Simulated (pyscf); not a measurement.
Single points on ωB97X-D3(BJ)/def2-SVP structures (PySCF, gas phase).

### Question
For CH₄ (SMILES C) + H₃C–GaH₂ (SMILES [CH3][GaH2]) -> H₃C–GaH–CH₃ (SMILES [CH3][GaH][CH3]) + H₂ (SMILES [H][H]), a four-centre exchange (singlet surface; C–H, Ga–H broken, C–Ga, H–H formed), PBE/def2-TZVP gives ΔE‡ = 142.8 kJ/mol and ΔE = +35.8 kJ/mol (zero: the separated reactants). In which direction and how far do r²SCAN/def2-TZVP, B3LYP-D3(BJ)/def2-TZVP, ωB97M-D3(BJ)/def2-TZVP move these?

### Answer
r²SCAN: ΔE‡ = 143.8 kJ/mol, ΔE = +35.0 kJ/mol; B3LYP-D3(BJ): ΔE‡ = 166.2 kJ/mol, ΔE = +38.2 kJ/mol; ωB97M-D3(BJ): ΔE‡ = 169.9 kJ/mol, ΔE = +39.2 kJ/mol. PBE's barrier matches one of them and lies within 27.1 kJ/mol of the others. Its reaction energy matches one of them and lies within 3.3 kJ/mol of the others. At the saddle there is also a short Ga–H contact that neither side keeps. This is the saddle that the search found; another between the same sides may lie lower. Elements up to Kr have no core potential and no relativistic terms here.
